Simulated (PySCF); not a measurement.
**Vertical excitation energies**

Species: C₅H₁₁P.
SMILES: `P1(CCC)CC1`

The calculation used PySCF, TDDFT B3LYP/def2-SVPD, vertical, gas phase, core orbitals frozen in the response. Isolated species at its GFN2-xTB geometry (one conformer only). Torsions of this conformer, `[CH3:1][CH2:2][CH2:3][P:4]1[CH2:5][CH2:6]1`: C1–C2–C3–P4 -64°, C2–C3–P4–C5 159°.

Task: List the vertical singlet excitations with oscillator strengths and describe the spectrum.

Result: 

| state | E (eV) | ν̃ (cm⁻¹) | f | main configurations (H = HOMO, L = LUMO) |
| --- | --- | --- | --- | --- |
| S1 | 6.30 | 50810 | 0.032 | H→L (91%) |
| S2 | 6.56 | 52900 | 0.021 | H→L+1 (56%), H→L+2 (25%), H-1→L (15%) |
| S3 | 6.66 | 53690 | 0.018 | H→L+2 (61%), H→L+1 (32%) |
| S4 | 6.77 | 54620 | 0.020 | H-1→L+1 (60%), H-1→L+2 (20%), H-1→L (12%) |
| S5 | 7.03 | 56740 | 0.045 | H-1→L+2 (57%), H-1→L (34%) |
| S6 | 7.12 | 57410 | 0.087 | H-1→L+1 (30%), H-1→L (23%), H-1→L+2 (21%) |
| S7 | 7.23 | 58280 | 0.033 | H→L+3 (91%) |
| S8 | 7.28 | 58750 | 0.122 | H→L+4 (92%) |

Triplets (Tamm–Dancoff): T1 5.33 eV, H→L (73%), H→L+1 (12%); T2 5.60 eV, H→L+1 (36%), H-1→L (30%), H→L+5 (9%); T3 5.79 eV, H-1→L (42%), H→L+1 (27%).

The lowest singlet lies at 6.30 eV (197 nm, vacuum ultraviolet) and is of moderate strength; its leading configuration is HOMO→LUMO (91%). The strongest level in the table is S8 at 7.28 eV (170 nm, f = 0.122). It is the last of those listed, so stronger ones may follow. Löwdin shares by element: HOMO phosphorus 55%, carbon 36% or more; LUMO carbon 30% or more, phosphorus 26% (atoms not listed hold the other 44%). The listed states span 0.98 eV. Orbital energies (eV): HOMO-3 -9.35, HOMO-2 -8.31, HOMO-1 -7.28, HOMO -6.81, LUMO 0.33, LUMO+1 0.57, LUMO+2 0.66. Weighted by f, the mean energy of these states is 7.03 eV. The window holds the lowest 8 singlets.

Rough CPU time on one thread of a shared machine: about 80 s.
